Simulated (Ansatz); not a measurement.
# CH2ClSi−: one structure at several levels

Aim: energy, forces and dipole at a structure displaced at random from a GFN2-xTB minimum, from CCSD(T) and from density functionals.

Computed with Ansatz 0.2.0, Gaussian basis. Level: single points in def2-TZVPPD.

Cores are frozen in the correlated methods.

## Step 1: The system as given

SMILES `[SiH-]=CCl`, 5 atoms, charge -1, spin multiplicity 1.

Atoms are counted from 1 here; the program's logs count them from 0.

Bond lengths: Si1–C2 1.724 Å, Si1–H4 1.561 Å, C2–Cl3 1.818 Å, C2–H5 1.086 Å. Angles: C2–Si1–H4 100.9°, Si1–C2–Cl3 119.7°, Si1–C2–H5 130.9°, Cl3–C2–H5 109.1°.

As a file:

```xyz
5
CH2ClSi
Si   -0.3804    0.6827   -1.0519
C     0.3174   -0.1920    0.2601
Cl    2.1259   -0.3279    0.3904
H    -1.9005    0.5266   -0.7347
H    -0.1371   -0.6360    1.1403
```

## Step 2: CCSD(T)/def2-TZVPPD

Contents of run/in.yaml:

```yaml
crystal:
  periodic: [false, false, false]
  atoms:
    - {symbol: Si, position_ang: [-0.380400, 0.682700, -1.051900]}
    - {symbol: C, position_ang: [0.317400, -0.192000, 0.260100]}
    - {symbol: Cl, position_ang: [2.125900, -0.327900, 0.390400]}
    - {symbol: H, position_ang: [-1.900500, 0.526600, -0.734700]}
    - {symbol: H, position_ang: [-0.137100, -0.636000, 1.140300]}
basis:
  gaussian: {orbitals: "def2-TZVPPD.json"}
total_charge: -1
correlation: {method: ccsd_t}
output: {forces: true}
```

The basis file named in the input lies beside it (Basis Set Exchange, JSON).

The command line of these runs was not kept.

## Step 3: PBE0-D4/def2-TZVPPD

Changes to run/in.yaml since step 2:

```diff
@@ -11,3 +11,3 @@
 total_charge: -1
-correlation: {method: ccsd_t}
-output: {forces: true}
+hamiltonian: {xc: pbe0, dispersion: d4}
+output: {forces: true, orbitals: {seedname: orbitals}}
```

## Step 4: wB97M-V/def2-TZVPPD

Changes to run/in.yaml since step 3:

```diff
@@ -11,3 +11,3 @@
 total_charge: -1
-hamiltonian: {xc: pbe0, dispersion: d4}
-output: {forces: true, orbitals: {seedname: orbitals}}
+hamiltonian: {xc: {name: wB97M-V}}
+output: {forces: true}
```

## Step 5: r2SCAN-D4/def2-TZVPPD

Changes to run/in.yaml since step 4:

```diff
@@ -11,3 +11,3 @@
 total_charge: -1
-hamiltonian: {xc: {name: wB97M-V}}
+hamiltonian: {xc: r2scan, dispersion: d4}
 output: {forces: true}
```

## Step 6: PBE-D4/def2-TZVPPD

Changes to run/in.yaml since step 5:

```diff
@@ -11,3 +11,3 @@
 total_charge: -1
-hamiltonian: {xc: r2scan, dispersion: d4}
+hamiltonian: {xc: pbe, dispersion: d4}
 output: {forces: true}
```

## Step 7: LC-wPBE/def2-TZVPPD

Changes to run/in.yaml since step 6:

```diff
@@ -11,3 +11,3 @@
 total_charge: -1
-hamiltonian: {xc: pbe, dispersion: d4}
+hamiltonian: {xc: {name: LC-wPBE}}
 output: {forces: true}
```

## Step 8: SPW92/def2-TZVPPD

Changes to run/in.yaml since step 7:

```diff
@@ -11,3 +11,3 @@
 total_charge: -1
-hamiltonian: {xc: {name: LC-wPBE}}
+hamiltonian: {xc: lda}
 output: {forces: true}
```

(Steps that only read results are left out.)

Before running it: what results should come out? Wanted: RMS force component; RMS force error; HOMO and LUMO, PBE0-D4; T1 diagnostic.

The runs gave:

| quantity | value |
| --- | --- |
| RMS force component | 0.395 to 0.605 eV/Å over the methods |
| RMS force error | PBE0-D4 0.189, wB97M-V 0.210, r2SCAN-D4 0.144, PBE-D4 0.144, LC-wPBE 0.334, SPW92 0.311 eV/Å |
| HOMO and LUMO, PBE0-D4 | -0.77 and 3.78 eV |
| T1 diagnostic | 0.016 |

**Reading.** For forces PBE-D4 does best and LC-wPBE worst. Frozen-core CCSD(T) forces in triple zeta carry basis errors of their own, and this is one geometry, so small gaps rank nothing. The restricted Hartree–Fock reference is unstable towards an unrestricted one at one or more of these structures.
